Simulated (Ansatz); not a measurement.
The input, for Ansatz 0.2.0:

```yaml
crystal:
  periodic: [false, false, false]
  atoms:
    - {symbol: Li, position_ang: [0.000000, 0.000000, 0.000000]}
    - {symbol: Li, position_ang: [0.000000, 0.000000, 3.117600]}
basis:
  gaussian: {orbitals: def2-SVPD}
total_charge: -1
magnetization: {spin_polarized: true, initial_magnetization: 1}
correlation: {method: ccsdt_q, electrons: valence}
accuracy: high
output: {forces: true}
```

```sh
$ ansatz run in.yaml --threads 1 --pin off --events-out ev --progress --plain --max-ram 2393MiB
```

The program prints:

```
579 factors; integrals over basis functions are off by at most 2.8e-9 eV
mean field evaluation 1: about -404.1805 eV, gradient 1.5e0 eV
mean field evaluation 2: about -404.1806 eV, gradient 1.5e0 eV
mean field evaluation 4: about -404.4285 eV, gradient 9.7e-1 eV
mean field evaluation 8: about -404.7049 eV, gradient 4.6e-2 eV
mean field evaluation 16: about -404.1040 eV, gradient 2.0e0 eV
mean field evaluation 32: about -404.2582 eV, gradient 8.5e-1 eV
mean field evaluation 64: about -404.1352 eV, gradient 1.8e0 eV
mean field evaluation 96: about -404.4143 eV, gradient 6.4e-1 eV
mean field evaluation 128: about -403.5149 eV, gradient 4.0e-1 eV
mean field evaluation 160: about -403.3207 eV, gradient 9.8e-3 eV
...
cycle  20  -0.89238921 eV  change    6.0e-9 eV  update   1.4e-7
cycle  21  -0.89238919 eV  change    2.6e-8 eV  update   6.5e-8
cycle  22  -0.89238920 eV  change   -9.8e-9 eV  update   5.4e-8
cycle  23  -0.89238921 eV  change   -1.1e-8 eV  update   4.8e-8
cycle  24  -0.89238924 eV  change   -3.2e-8 eV  update   3.5e-8
cycle  25  -0.89238929 eV  change   -5.0e-8 eV  update   2.1e-8
cycle  26  -0.89238930 eV  change   -1.4e-8 eV  update   7.5e-9
cycle  27  -0.89238931 eV  change   -3.2e-9 eV  update   3.4e-9
cycle  28  -0.89238931 eV  change  -5.7e-10 eV  update   1.4e-9
cycle  29  -0.89238931 eV  change   3.2e-10 eV  update  5.8e-10
perturbative correction -0.00026777 eV, -0.0000098405 hartree
the calculation of the forces begins
Total energy: -405.59786170 eV, -14.9054464934 hartree
Atom 0 at     0.000000     0.000000     0.000000 Å, force    -0.000000     0.000000    -0.059123 eV/Å
Atom 1 at     0.000000     0.000000     3.117600 Å, force     0.000000    -0.000000     0.059123 eV/Å
Dipole moment:    -0.000000     0.000000     0.000000 e Å
```

Forces (eV/Å):
```
Li   0.000  0.000 -0.059
Li   0.000  0.000  0.059
```

Ran on 1 thread of Arm Neoverse V2, shared host: 21 s wall, 0.34 GiB peak host memory.
